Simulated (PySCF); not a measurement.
**Atomic charges by several schemes**

Compound: fluorine oxoborane, BFO.
Geometry (PBE0-D3(BJ)/def2-TZVP, Å), atoms numbered from 1 in this order:
```
atom  x, y, z in Å
O1    -1.224    0.338    0.007
B2    -0.049    0.065   -0.002
F3     1.199   -0.226   -0.011
```

Density: PBE0/pcSseg-2 (PySCF); schemes: Mulliken, IAO, Hirshfeld and ESP-fitted. Isolated species at its PBE0-D3(BJ)/def2-TZVP geometry, gas phase.

Task: For which atoms does the sign change between the 4 schemes (beyond +0.03 e in one, beyond −0.03 e in another)?

Result: For none.

Task: Which atoms carry the highest charge in the Mulliken, IAO, Hirshfeld and ESP-fitted schemes?

Result: All schemes agree: Mulliken B2 (+0.606); IAO B2 (+0.754); Hirshfeld B2 (+0.424); ESP-fitted B2 (+0.747).

Task: At which atom do the 4 schemes differ most?

Result: At B2: from +0.424 (Hirshfeld) to +0.754 e (IAO), 0.330 e apart.

Task: What partial charge does each atom carry?

Result: In e:

```
atom              environment  Mulliken     IAO  Hirshfeld  ESP-fitted
  O1       oxygen bonded to B    -0.347  -0.487     -0.346      -0.566
  B2  boron bonded to F and O    +0.606  +0.754     +0.424      +0.747
  F3     boron-bound fluorine    -0.258  -0.267     -0.077      -0.181
```

Mean size of the charges over all atoms: IAO 0.503 e, ESP-fitted 0.498 e, Mulliken 0.404 e, Hirshfeld 0.283 e. Each set sums to the total charge, 0, to within 0.001 e. The Hirshfeld scheme divides the density at each point in proportion to the densities of the neutral, spherically averaged free atoms.

Task: How many electrons does the IAO scheme count on O1?

Result: Z − q = 8 − (-0.487) = 8.487.

These values come from a run that also computed NMR shieldings. On one thread of an Arm Neoverse V1, no GPU, on a shared host, this took 3.7 s of wall time (grids of density and orbitals included) and 0.36 GiB of memory at its peak.
